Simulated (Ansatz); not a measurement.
# CH₂BNa: one structure at several levels

How do the functionals fare away from a minimum? The structure is a structure displaced at random from a GFN2-xTB minimum.

The runs use Ansatz 0.2.0, Gaussian basis; single points in def2-TZVPP.

Correlated methods freeze the cores. The outer core shell of Li, Na, Mg and K is correlated. B3LYP uses VWN-RPA correlation.

**1. The starting structure**

SMILES `C=[B][Na]`, 5 atoms, charge 0, spin multiplicity 1.

Atoms are counted from 1 here; the program's logs count them from 0.

Bond lengths: C1–B2 1.434 Å, C1–H4 1.154 Å, C1–H5 1.142 Å, B2–Na3 2.392 Å. Angles: B2–C1–H4 123.4°, B2–C1–H5 126.6°, H4–C1–H5 109.8°, C1–B2–Na3 179.5°.

Coordinates:

```
atom     x (Å)     y (Å)     z (Å)
  C1  -0.49660   0.52890  -0.30550
  B2   0.42380  -0.42840   0.23630
 Na3   1.97060  -2.02380   1.12180
  H4  -1.50860   0.24050  -0.77970
  H5  -0.39670   1.66610  -0.27010
```

**2. CCSD(T)/def2-TZVPP**

run/in.yaml

```yaml
crystal:
  periodic: [false, false, false]
  atoms:
    - {symbol: C, position_ang: [-0.496600, 0.528900, -0.305500]}
    - {symbol: B, position_ang: [0.423800, -0.428400, 0.236300]}
    - {symbol: Na, position_ang: [1.970600, -2.023800, 1.121800]}
    - {symbol: H, position_ang: [-1.508600, 0.240500, -0.779700]}
    - {symbol: H, position_ang: [-0.396700, 1.666100, -0.270100]}
basis:
  gaussian: {orbitals: def2-TZVPP}
correlation: {method: ccsd_t}
output: {forces: true}
```

The command line of these runs was not kept.

**3. PBE0-D4/def2-TZVPP**

Edit run/in.yaml of step 2 so:

```diff
@@ -10,3 +10,3 @@
   gaussian: {orbitals: def2-TZVPP}
-correlation: {method: ccsd_t}
-output: {forces: true}
+hamiltonian: {xc: pbe0, dispersion: d4}
+output: {forces: true, orbitals: {seedname: orbitals}}
```

**4. wB97M-V/def2-TZVPP**

Edit run/in.yaml of step 3 so:

```diff
@@ -10,3 +10,3 @@
   gaussian: {orbitals: def2-TZVPP}
-hamiltonian: {xc: pbe0, dispersion: d4}
-output: {forces: true, orbitals: {seedname: orbitals}}
+hamiltonian: {xc: {name: wB97M-V}}
+output: {forces: true}
```

**5. r2SCAN-D4/def2-TZVPP**

Edit run/in.yaml of step 4 so:

```diff
@@ -10,3 +10,3 @@
   gaussian: {orbitals: def2-TZVPP}
-hamiltonian: {xc: {name: wB97M-V}}
+hamiltonian: {xc: r2scan, dispersion: d4}
 output: {forces: true}
```

**6. PBE-D4/def2-TZVPP**

Edit run/in.yaml of step 5 so:

```diff
@@ -10,3 +10,3 @@
   gaussian: {orbitals: def2-TZVPP}
-hamiltonian: {xc: r2scan, dispersion: d4}
+hamiltonian: {xc: pbe, dispersion: d4}
 output: {forces: true}
```

**7. HSE06-D4/def2-TZVPP**

Edit run/in.yaml of step 6 so:

```diff
@@ -10,3 +10,3 @@
   gaussian: {orbitals: def2-TZVPP}
-hamiltonian: {xc: pbe, dispersion: d4}
+hamiltonian: {xc: hse06, dispersion: d4}
 output: {forces: true}
```

**8. B3LYP-D4/def2-TZVPP**

Edit run/in.yaml of step 7 so:

```diff
@@ -10,3 +10,3 @@
   gaussian: {orbitals: def2-TZVPP}
-hamiltonian: {xc: hse06, dispersion: d4}
+hamiltonian: {xc: {name: B3LYP}, dispersion: d4}
 output: {forces: true}
```

(Steps that only read results are left out.)

Before running it: what results should come out? Wanted: energy less free atoms, CCSD(T)/def2-TZVPP; RMS force component; RMS force error; HOMO and LUMO, PBE0-D4; T1 diagnostic.

As calculated:

| quantity | value |
| --- | --- |
| energy less free atoms, CCSD(T)/def2-TZVPP | -15.459 eV |
| RMS force component | 0.668 to 0.817 eV/Å over the methods |
| RMS force error | PBE0-D4 0.227, wB97M-V 0.273, r2SCAN-D4 0.216, PBE-D4 0.201, HSE06-D4 0.222, B3LYP-D4 0.234 eV/Å |
| HOMO and LUMO, PBE0-D4 | -4.91 and -1.46 eV |
| T1 diagnostic | 0.013 |

Against CCSD(T) the functionals' energies less atoms differ by -0.926 to -0.499 eV, PBE-D4 by -0.926 eV. The reference is not at the basis limit: in triple zeta CCSD(T) underbinds, which counts against methods that bind more; the gaps are no ranking. On forces the order runs from PBE-D4 to wB97M-V. Frozen-core CCSD(T) forces in triple zeta carry basis errors of their own, and this is one geometry, so small gaps rank nothing.
